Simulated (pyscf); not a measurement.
Optimised with ωB97X-D3(BJ)/def2-SVP in PySCF. Correlated levels are frozen-core, on RHF or UHF. ΔMP2 is the change of the MP2 total energy from the triple- to the quadruple-zeta basis.

Task: For the elementary gas-phase step F–C:–F (SMILES F[C]F) [singlet] + SiH₄ (SMILES [SiH4]) -> F–SiH₃ (SMILES F[SiH3]) + :HC–F (SMILES [CH]F) [singlet] (singlet surface; C–F, H–Si broken, F–Si, C–H formed), what barrier and reaction energy does CCSD(T)/def2-TZVPP + ΔMP2(QZVPP) give, measured from the separated reactants?

Result: ΔE‡ = 32.1 kcal/mol, ΔE = -11.5 kcal/mol. Zero-point energy shifts the barrier by +2.3 kcal/mol. It is a four-centre exchange, with an imaginary mode of 395i cm⁻¹. One saddle was located; it need not be the lowest between these sides. A restricted singlet here is unstable towards spin polarisation, as is usual where a triplet lies low; its energy is less safe. The CCSD(T) − MP2 part came from Ansatz, without density fitting, on the same reference.
